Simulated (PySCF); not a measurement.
## Al₂H, quartet along the angle Al2-Al1-H3

Starting geometry (PBE0/def2-TZVP stationary point for this spin, not checked as a minimum):

```xyz
3

Al    0.0000    0.0000    0.2591
Al    0.0000    0.0000   -2.1014
H     0.0000    0.0000    1.8423
```

From there the angle named below is changed in its plane at fixed bond lengths, both arms turning rigidly about the middle atom; atoms are numbered as listed. Energies are in kcal/mol, counted from the starting geometry at the same level. Kohn–Sham curves keep the symmetry of the cluster determinant, unrestricted for open shells and where UHF breaks spin symmetry.

Basis 6-31G; PySCF 2.14.0. Only valence electrons are correlated (noble-gas cores frozen).

In so small a basis the reference is far from its limit while semilocal and hybrid functionals are nearer theirs (RPA and double hybrids share much of the reference's basis error), so the functionals' errors here hold much of the reference's basis and frozen-core error, which can add to them or hide them.

Full CI is exact within this basis and frozen core; it isn't the basis-set limit.

```json
{"angle Al2-Al1-H3 (°)": "67.5", "full CI": "18.5", "SPW92": "18.3", "PBE": "19.0", "r2SCAN": "18.8", "PBE0": "18.5", "B3LYP": "18.4", "CAM-B3LYP": "17.7", "wB97M-V": "18.6", "B2PLYP": "18.7"}
{"angle Al2-Al1-H3 (°)": "85.6", "full CI": "14.7", "SPW92": "14.5", "PBE": "14.8", "r2SCAN": "15.0", "PBE0": "14.4", "B3LYP": "13.8", "CAM-B3LYP": "12.9", "wB97M-V": "14.2", "B2PLYP": "14.3"}
{"angle Al2-Al1-H3 (°)": "102.2", "full CI": "11.0", "SPW92": "10.9", "PBE": "11.0", "r2SCAN": "11.3", "PBE0": "10.7", "B3LYP": "10.0", "CAM-B3LYP": "9.1", "wB97M-V": "10.6", "B2PLYP": "10.5"}
{"angle Al2-Al1-H3 (°)": "118.8", "full CI": "7.1", "SPW92": "7.2", "PBE": "7.2", "r2SCAN": "7.4", "PBE0": "7.0", "B3LYP": "6.5", "CAM-B3LYP": "5.9", "wB97M-V": "7.2", "B2PLYP": "6.9"}
{"angle Al2-Al1-H3 (°)": "136.4", "full CI": "3.6", "SPW92": "3.8", "PBE": "3.8", "r2SCAN": "3.9", "PBE0": "3.7", "B3LYP": "3.4", "CAM-B3LYP": "3.1", "wB97M-V": "4.0", "B2PLYP": "3.6"}
{"angle Al2-Al1-H3 (°)": "160.0", "full CI": "0.7", "SPW92": "0.8", "PBE": "0.8", "r2SCAN": "0.8", "PBE0": "0.8", "B3LYP": "0.7", "CAM-B3LYP": "0.7", "wB97M-V": "0.9", "B2PLYP": "0.8"}
{"angle Al2-Al1-H3 (°)": "180.0", "full CI": "0.0", "SPW92": "0.0", "PBE": "0.0", "r2SCAN": "0.0", "PBE0": "0.0", "B3LYP": "0.0", "CAM-B3LYP": "0.0", "wB97M-V": "0.0", "B2PLYP": "0.0"}
```
